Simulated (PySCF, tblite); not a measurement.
Isomers of C5H11 (doublet state). Level: GFN2-xTB in tblite, geometry and Hessian alike; calculated harmonic values, unscaled, isolated species. Against measured fundamentals such values can be off by several per cent, at times by over 20. One conformer each. Open shells enter through the occupations alone, without spin polarisation, and single modes of such species can be off by tens of per cent.

Electronic energies: B3LYP/pcH-1 single points on the GFN2-xTB geometries (PySCF, gas phase).

```json
{"SMILES": "C[CH]C(C)C", "electronic energy, lowest = 0 (kcal/mol)": "3.3"}
{"SMILES": "CC[C](C)C", "electronic energy, lowest = 0 (kcal/mol)": "0.0"}
{"SMILES": "[CH2]C(C)(C)C", "electronic energy, lowest = 0 (kcal/mol)": "6.1"}
{"SMILES": "[CH2]CCCC", "electronic energy, lowest = 0 (kcal/mol)": "7.1"}
```

Problem. How do GFN2-xTB zero-point energies change the relative energies?

Solution. 
```
       SMILES  ZPE (kcal/mol)  of it from modes above 1550 cm⁻¹  electronic (kcal/mol)  with ZPE, lowest = 0 (kcal/mol)  lowest mode (cm⁻¹)  rings
    CC[C](C)C            90.0                              46.8                    0.0                              0.0                  10      0
   C[CH]C(C)C            89.9                              47.3                    3.3                              3.2                  21      0
[CH2]C(C)(C)C            89.5                              48.0                    6.1                              5.6                  53      0
    [CH2]CCCC            90.2                              47.5                    7.1                              7.3                  87      0
```

The zero-point energies span 0.7 kcal/mol, from `[CH2]C(C)(C)C` to `[CH2]CCCC`. The order is unchanged.

Problem. And how do the electronic energies of GFN2-xTB itself compare?

Solution. `CC[C](C)C` 0.0; `C[CH]C(C)C` 4.0; `[CH2]C(C)(C)C` 7.3; `[CH2]CCCC` 10.4 kcal/mol, lowest = 0. Against the energies above, taken from the same isomer `CC[C](C)C`, the largest difference is 3.3 kcal/mol.
